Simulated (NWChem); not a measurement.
Species: H, doublet

Computed with NWChem. Spin-unrestricted. Medium grid unless said otherwise, to which SCAN and Minnesota functionals are sensitive. No stability test was run on the SCF state.

Order these by “lowest empty minus highest occupied level, either spin (eV)”, lowest first: BLYP/def2-SVP; MPW1K/def2-SVP; M06-2X/def2-SVP; B3PW91/def2-SVP.

BLYP/def2-SVP (7.20), B3PW91/def2-SVP (8.17), MPW1K/def2-SVP (9.92), M06-2X/def2-SVP (12.18)
